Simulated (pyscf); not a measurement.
Thermochemistry of product channels of HO–SiH₂–OH + H• on the doublet surface, in eV, from ωB97M-D3(BJ)/def2-TZVP energies (ideal gas, 1 atm, RRHO with modes under 100 cm⁻¹ raised to 100, one conformer, R ln 2 for chiral ones without a mode under 150 cm⁻¹). PySCF, gas phase, ωB97X-D3(BJ)/def2-SVP geometries.

```json
[
 {"products": "H₂O + •O–SiH₃", "ΔE": "+1.63", "ΔH(298 K)": "+1.69", "ΔG(298 K)": "+1.54", "ΔG(900 K)": "+1.31"},
 {"products": "O [triplet] + HO–SiH₂• + H₂", "ΔE": "+5.75", "ΔH(298 K)": "+5.62", "ΔG(298 K)": "+5.16", "ΔG(900 K)": "+4.22"},
 {"products": "H₂O + SiH₂ [singlet] + OH•", "ΔE": "+4.90", "ΔH(298 K)": "+4.87", "ΔG(298 K)": "+4.33", "ΔG(900 K)": "+3.26"},
 {"products": "H₂O + HO–SiH₂•", "ΔE": "+0.55", "ΔH(298 K)": "+0.69", "ΔG(298 K)": "+0.52", "ΔG(900 K)": "+0.23"},
 {"products": "•O–SiH₂–OH + H₂", "ΔE": "+0.64", "ΔH(298 K)": "+0.59", "ΔG(298 K)": "+0.52", "ΔG(900 K)": "+0.38"},
 {"products": "HO–SiH•–OH + H₂", "ΔE": "-0.33", "ΔH(298 K)": "-0.31", "ΔG(298 K)": "-0.40", "ΔG(900 K)": "-0.59"}
]
```

These are energies of the channels, which say nothing of barriers. Left out: orbital degeneracy and the spin-orbit lowering of OH, O. The orbital near-degeneracy of the XH₃O or XH₃S radical is left out.
